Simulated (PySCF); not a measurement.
The dipole of ethyl methyl sulfide (`CCSC`) from its density and from atomic charges.

Coordinates (PBE0-D3(BJ)/def2-SVP, Å) and charges (e) from the PBE0/pcSseg-1 density (PySCF):

| atom | x | y | z | Mulliken | IAO | Hirshfeld | ESP-fitted |
| --- | --- | --- | --- | --- | --- | --- | --- |
| C1 | -1.377 | 0.377 | 0.582 | -0.2761 | -0.4118 | -0.1205 | -0.0860 |
| C2 | -0.830 | -0.485 | -0.540 | -0.3790 | -0.3325 | -0.0700 | -0.0064 |
| S3 | 0.707 | -1.367 | -0.149 | -0.0549 | +0.0792 | -0.0197 | -0.2450 |
| C4 | 1.871 | 0.009 | -0.076 | -0.4029 | -0.5043 | -0.1229 | -0.3892 |
| H5 | -2.332 | 0.839 | 0.286 | +0.1207 | +0.1414 | +0.0430 | +0.0170 |
| H6 | -1.549 | -0.223 | 1.489 | +0.1260 | +0.1453 | +0.0379 | +0.0397 |
| H7 | -0.685 | 1.192 | 0.845 | +0.1182 | +0.1346 | +0.0377 | +0.0545 |
| H8 | -1.541 | -1.286 | -0.797 | +0.1574 | +0.1554 | +0.0451 | +0.0925 |
| H9 | -0.674 | 0.103 | -1.460 | +0.1460 | +0.1383 | +0.0377 | +0.0572 |
| H10 | 1.646 | 0.704 | 0.747 | +0.1472 | +0.1443 | +0.0403 | +0.1335 |
| H11 | 1.900 | 0.562 | -1.028 | +0.1420 | +0.1448 | +0.0414 | +0.1398 |
| H12 | 2.864 | -0.426 | 0.104 | +0.1553 | +0.1651 | +0.0504 | +0.1924 |

Problem. Compute μ = Σ q r for each scheme (1 e·Å = 4.803 D) and compare with the dipole of the full density.

Solution. The full density gives (-0.34, 1.66, -0.20) D, 1.70 D in size; dipole vectors point from the negative to the positive end.

| scheme | μx | μy | μz | size (D) | share of the full size (%) | angle to the full dipole (°) |
| --- | --- | --- | --- | --- | --- | --- |
| Mulliken | -0.19 | 1.42 | 0.22 | 1.45 | 85 | 16 |
| IAO | -0.19 | 0.32 | -0.06 | 0.38 | 22 | 19 |
| Hirshfeld | -0.05 | 0.30 | -0.09 | 0.32 | 19 | 9 |
| ESP-fitted | -0.29 | 1.68 | -0.25 | 1.72 | 101 | 2 |

Problem. Which set comes closest?

Solution. Length of the difference vector: ESP-fitted 0.08 D, Mulliken 0.50 D, IAO 1.35 D, Hirshfeld 1.39 D. Closest: ESP-fitted. 

Problem. What is left for the Hirshfeld atoms' own dipoles?

Solution. The Hirshfeld atoms' densities add up to the full density, so μ = Σ q r + Σ (atomic dipoles). The atomic dipoles sum to (-0.34, 1.66, -0.20) − (-0.05, 0.30, -0.09) = (-0.29, 1.36, -0.11) D, 1.39 D in size.

Problem. With the origin at the mean of the coordinates, (0.000, 0.000, 0.000) Å, which are the largest single terms, by size, of the ESP-fitted dipole along the direction of the full one?

Solution. S3 +1.71, H12 -0.92, C4 +0.67, H8 -0.38, H7 +0.31 D; all 12 atoms together +1.72 D. The single terms depend on the origin, their sum doesn't.

Problem. Give the size of the full dipole in other units.

Solution. 1.70 D = 0.670 au = 0.355 e·Å = 5.68 × 10⁻³⁰ C·m.

One conformer (not necessarily the lowest) at the PBE0-D3(BJ)/def2-SVP geometry, without solvent, vibrations or thermal averaging.

Conformer computed: `[CH3:1][CH2:2][S:3][CH3:4]`: C1–C2–S3–C4 -70°.
